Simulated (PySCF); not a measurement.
## Working with the constants of Li2

RHF-CCSD(T) constants of Li2, ¹Σg⁺ (singlet), closed shell (basis Li STO-3G; no relativity; PySCF 2.14; masses 7.0160 and 7.0160 u):

```
ωe              : 375.1 cm⁻¹
ωexe            : 2.85 cm⁻¹
Be              : 0.68892 cm⁻¹
αe              : 0.00657 cm⁻¹
D (centrifugal) : 9.3e-06 cm⁻¹
De to Li + Li   : 0.97 eV
```

(1) Estimate the standard entropy (1 bar) and heat capacity of the ideal gas at 298.15 K, rigid rotor with B0 and harmonic oscillator at the fundamental.

Measured values (Huber and Herzberg, Constants of Diatomic Molecules (1979)): ωe = 351.43 cm⁻¹, ωexe = 2.61 cm⁻¹, Be = 0.67264 cm⁻¹, αe = 0.00704 cm⁻¹.

Correlated steps freeze no core orbitals. Where the molecule has an RHF reference, its open-shell atoms are computed with UHF. STO-3G is very small, so such numbers show the basis as much as the molecule.

Answers

(1) Translation (Sackur–Tetrode, M = 14.03 u): 141.8 J/(mol K). Rotation: q = kT/(σB0) = 151 with σ = 2, 50.0. Vibration: x = hcν0/kT = 1.78, 4.53. S° = 196.4 J/(mol K); Cp = 7R/2 + 6.42 = 35.5 J/(mol K).
